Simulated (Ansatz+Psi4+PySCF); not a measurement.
## singlet BN: levels of theory in one basis

```xyz
2

B     0.0000    0.0000    0.0000
N     0.0000    0.0000    1.2750
```

Basis set: cc-pVTZ (spherical functions). Left uncorrelated: 2 orbitals. Charge 0, multiplicity 1.

Computed with Ansatz (development build ahead of 0.2.0); each method stands on the lowest determinant of its kind that the runs found.

```csv
method,E − E(RHF) (eV),<S²> of the determinant
RHF,0.00,0.00
RHF-MP2,-8.44,–
RHF-CCSD,-8.94,–
RHF-CCSD(T),-10.00,–
RHF-CCSDT,-9.72,–
```

Caution: unrestricted orbitals would lower the determinant; the determinant breaks the point group. Caution for RHF-MP2, RHF-CCSD, RHF-CCSD(T), RHF-CCSDT: large amplitudes, a single reference is doubtful. Caution for RHF-MP2: another reference gives a lower total.
